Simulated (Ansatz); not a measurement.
Harmonic vibrations of SiS₂⁻ by finite differences.

```yaml
crystal:
  periodic: [false, false, false]
  atoms:
    - {symbol: Si, position_ang: [0.423372, 0.190096, -0.261797]}
    - {symbol: S, position_ang: [0.175677, 1.026554, 1.571755]}
    - {symbol: S, position_ang: [-0.599039, -1.216660, -1.309958]}
basis:
  gaussian: {orbitals: def2-TZVPD}
total_charge: -1
magnetization: {spin_polarized: true, initial_magnetization: 1}
hamiltonian: {xc: pbe, dispersion: d4}
scf: {omitted_lower_state_checks: [starts]}
phonons: {temperatures: {t_min: 298.15, t_max: 900, t_step: 200}}
```

```sh
$ ansatz run in.yaml --threads 4 --pin off --events-out ev --progress --plain --max-ram 3916MiB
```

Output, abridged:

```
Functional definition: PBE
mean field -29539.19243396 eV, -1085.5452995642 hartree, gradient 2.3e-5 eV, S^2 0.754164; 0 other end points of the search recorded, 0 dependent functions left out
mean field -29539.19239817 eV, -1085.5452982489 hartree, gradient 9.8e-7 eV, S^2 0.754166; 0 other end points of the search recorded, 0 dependent functions left out
mean field -29539.19238668 eV, -1085.5452978269 hartree, gradient 9.5e-7 eV, S^2 0.754163; 0 other end points of the search recorded, 0 dependent functions left out
mean field -29539.19246125 eV, -1085.5453005671 hartree, gradient 2.6e-6 eV, S^2 0.754166; 0 other end points of the search recorded, 0 dependent functions left out
mean field -29539.19239745 eV, -1085.5452982226 hartree, gradient 2.7e-6 eV, S^2 0.754162; 0 other end points of the search recorded, 0 dependent functions left out
mean field -29539.19236260 eV, -1085.5452969420 hartree, gradient 1.1e-6 eV, S^2 0.754160; 0 other end points of the search recorded, 0 dependent functions left out
mean field -29539.19244651 eV, -1085.5453000254 hartree, gradient 1.5e-6 eV, S^2 0.754168; 0 other end points of the search recorded, 0 dependent functions left out
Total energy: -29539.31028954 eV, -1085.5496306771 hartree
Atom 0 at     0.423372     0.190096    -0.261797 Å, force     0.002364     0.001062    -0.001462 eV/Å
Atom 1 at     0.175677     1.026554     1.571755 Å, force    -0.000037     0.002786     0.004992 eV/Å
Atom 2 at    -0.599039    -1.216660    -1.309958 Å, force    -0.002328    -0.003847    -0.003530 eV/Å
Dipole moment:     0.072882     0.032725    -0.045068 e Å
Vibrations: 193.65 485.30 676.59 cm⁻¹, zero-point energy 0.084033 eV
Checks for a lower state left out: starts
```

Hardware: 4 threads of Arm Neoverse V1 on a shared host. Wall time 7 s.

The structure comes from a short search, and lower isomers may exist.
